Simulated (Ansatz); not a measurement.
## Worked example: correlation energy of HBN, quartet

Geometry: a PBE0/def2-TZVP stationary point for this spin, not checked as a minimum.

```yaml
atoms:
  - { symbol: B, position_ang: [0.0000, -0.1852, 0.7730] }
  - { symbol: N, position_ang: [0.0000, 0.0874, -0.7050] }
  - { symbol: H, position_ang: [0.0000, 0.7718, 1.5065] }
```

Basis 6-31G; Ansatz 0.2.0. Only valence electrons are correlated (noble-gas cores frozen), which leaves 9 electrons in 18 orbitals. Prefix R: restricted or restricted open-shell reference; prefix U: unrestricted.

Full CI is exact within this basis and frozen core; it isn't the basis-set limit. The frozen core follows each run's orbitals, which can shift R against U totals by a few meV.

Runs differ by some tens of microhartree through their thresholds and, for an open shell, their frozen cores, so the step to full CI, which has another core, is uncertain by up to 0.1 kcal/mol.

```json
{"level": "UHF", "total energy (hartree)": "-79.542871"}
{"level": "UMP2", "total energy (hartree)": "-79.627779"}
{"level": "UCCSD", "total energy (hartree)": "-79.649735"}
{"level": "UCCSD(T)", "total energy (hartree)": "-79.651702"}
{"level": "UCCSDT", "total energy (hartree)": "-79.652345"}
{"level": "UCCSDT(Q)", "total energy (hartree)": "-79.652474"}
{"level": "full CI", "total energy (hartree)": "-79.652446"}
```

What is the correlation energy at full CI, and what share of it do UMP2 and UCCSD recover?

E(corr) = -79.652446 − (-79.542871) = -0.109575 hartree = -2.982 eV. UMP2: -0.084908 / -0.109575 = 77.49 %. UCCSD: -0.106864 / -0.109575 = 97.53 %.

By how many kcal/mol does UCCSD(T) miss full CI (1 hartree = 627.509 kcal/mol), and which steps make up the rest?

-79.651702 − (-79.652446) = 0.000744 hartree = 0.47 kcal/mol. Steps: UCCSDT − UCCSD(T) = -0.40, UCCSDT(Q) − UCCSDT = -0.08, full CI − UCCSDT(Q) = 0.02 kcal/mol. That is within 1 kcal/mol of the reference in this basis, which itself misses far more of the correlation at the basis-set limit.
